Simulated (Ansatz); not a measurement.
Z-matrix (Å, degrees):
```
C
C 1 1.446
O 1 1.340 2 113.9
O 1 1.208 2 121.6 3 -174.6
S 2 1.621 1 116.7 3 -95.3
H 3 0.968 1 106.4 2 -172.6
H 5 1.357 2 100.2 1 -175.4
```

The species carries charge 0 and has multiplicity 1. The bonds changed during the relaxation, so this is another structure than the one it started from.

(1) List the PBE0/def2-TZVPP orbital energies in eV (the Gaussian-basis code of Ansatz). (An estimate is asked.)

Results:

(1) Computed: Occupied: -2424.51, -524.20, -522.49, -282.05, -280.19, -219.78, -163.59, -163.51, -163.50, -31.34, -28.78, -23.98, -19.90, -16.62, -14.09, -13.93, -13.08, -12.01, -11.56, -10.16, -9.52, -8.43, -7.12. Lowest empty: -2.76, -0.24, 0.31, 1.21, 2.05, 4.13, 4.40, 4.80.
